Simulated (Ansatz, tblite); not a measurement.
# (AgBr)2 ring (Ag₂Br₂): a ladder of methods and basis sets

The task here is to estimate one member of a computed series from the others.

Program: Ansatz 0.2.0, Gaussian basis. Level of theory: as each input shows. These are calculated values, not measurements.

Levels to be run: GFN1-xTB, GFN2-xTB, PBE-D4/def2-TZVP, r2SCAN-D4/def2-TZVP, B2PLYP/def2-TZVP, ωB97X-V/def2-TZVP, LDA/def2-TZVP, B3LYP-D4/def2-TZVP, LC-ωPBE/def2-TZVP, r2SCAN0-D4/def2-TZVP, HSE06-D4/def2-TZVP, PBE-D4/def2-SVP, PBE0-D4/def2-SVP, PBE0-D4/def2-TZVPD, PBE-D4/def2-TZVPD, r2SCAN-D4/def2-TZVPD, CCSD(T)/def2-SVP, MP2/def2-TZVP, RPA/def2-TZVP.

## The relaxed structure

The geometry is that of the singlet, from an earlier relaxation (r2SCAN-D4/def2-SVP).

4 atoms, charge 0, spin multiplicity 1.

Bond lengths: Ag1–Br2 2.615 Å, Ag1–Br4 2.617 Å, Br2–Ag3 2.617 Å, Ag3–Br4 2.615 Å. Angles: Br2–Ag1–Br4 116.6°, Ag1–Br2–Ag3 63.4°, Br2–Ag3–Br4 116.6°, Ag1–Br4–Ag3 63.4°.

Coordinates:

```
Ag   -0.2453    0.6396   -1.1924
Br    2.0144    0.9415    0.0890
Ag    0.2451   -0.6392    1.1927
Br   -2.0142   -0.9419   -0.0894
```

Ag takes a core potential in the def2 sets. No spin-orbit coupling is included.

PBE0-D4/def2-TZVP was run before; its log isn't repeated, and its numbers join the tables.

The first run:

Tight binding, by tblite at 300 K electronic temperature and without a spin-polarisation term:

```python
tblite.interface.Calculator('GFN1-xTB', numbers, positions, charge=0, uhf=0).singlepoint()
```

Tight binding, by tblite at 300 K electronic temperature and without a spin-polarisation term:

```python
tblite.interface.Calculator('GFN2-xTB', numbers, positions, charge=0, uhf=0).singlepoint()
```

start.molden holds the orbitals of an earlier run on this state, given as this run's starting guess.

Input file in.yaml:

```yaml
crystal:
  periodic: [false, false, false]
  atoms:
    - {symbol: Ag, position_ang: [-0.245317, 0.639592, -1.192371]}
    - {symbol: Br, position_ang: [2.014403, 0.941483, 0.089025]}
    - {symbol: Ag, position_ang: [0.245148, -0.639195, 1.192716]}
    - {symbol: Br, position_ang: [-2.014245, -0.941880, -0.089380]}
basis:
  gaussian: {orbitals: def2-TZVP, initial_orbitals: start.molden}
hamiltonian: {xc: pbe, dispersion: d4}
scf: {omitted_lower_state_checks: [starts]}
output: {forces: true, orbitals: {seedname: orbitals}}
```

Command:

```bash
$ ansatz run in.yaml --threads 4 --pin off --events-out ev --progress --plain --max-ram 3916MiB
```

Steps of the session up to this table: PBE-D4/def2-TZVP; r2SCAN-D4/def2-TZVP; B2PLYP/def2-TZVP; ωB97X-V/def2-TZVP; LDA/def2-TZVP; B3LYP-D4/def2-TZVP; LC-ωPBE/def2-TZVP; r2SCAN0-D4/def2-TZVP; HSE06-D4/def2-TZVP; PBE-D4/def2-SVP; PBE0-D4/def2-SVP; PBE0-D4/def2-TZVPD; PBE-D4/def2-TZVPD; r2SCAN-D4/def2-TZVPD; CCSD(T)/def2-SVP; MP2/def2-TZVP; RPA/def2-TZVP.

One table of the session follows, with a row left open; its other results are not shown here.

It belongs to the step «Levels side by side». 

| level | HOMO (eV) | LUMO (eV) | gap (eV) |
| --- | --- | --- | --- |
| LDA/def2-TZVP | -6.52 | -3.69 | 2.84 |
| PBE-D4/def2-SVP | -6.19 | -3.28 | 2.92 |
| PBE-D4/def2-TZVP | -6.25 | -3.36 | 2.90 |
| PBE-D4/def2-TZVPD | -6.29 | -3.39 | 2.90 |
| r2SCAN-D4/def2-TZVP | -6.44 | -3.10 | 3.34 |
| r2SCAN-D4/def2-TZVPD | -6.46 | -3.12 | 3.34 |
| B3LYP-D4/def2-TZVP | -7.21 | -2.83 | 4.38 |
| PBE0-D4/def2-SVP | -7.37 | -2.42 | 4.96 |
| PBE0-D4/def2-TZVP | -7.41 | -2.46 | 4.94 |
| PBE0-D4/def2-TZVPD | -7.43 | -2.49 | 4.94 |
| r2SCAN0-D4/def2-TZVP | -7.56 | -2.32 | 5.25 |
| HSE06-D4/def2-TZVP | ? | ? | ? |
| LC-ωPBE/def2-TZVP | -9.84 | -0.38 | 9.46 |
| ωB97X-V/def2-TZVP | -9.57 | -0.57 | 9.00 |

Estimate the missing values for HSE06-D4/def2-TZVP.

**Answer.** HOMO (eV): -7.02; LUMO (eV): -2.82; gap (eV): 4.20. In the column «HOMO (eV)» it lies between B3LYP-D4/def2-TZVP (-7.21) and LDA/def2-TZVP (-6.52).
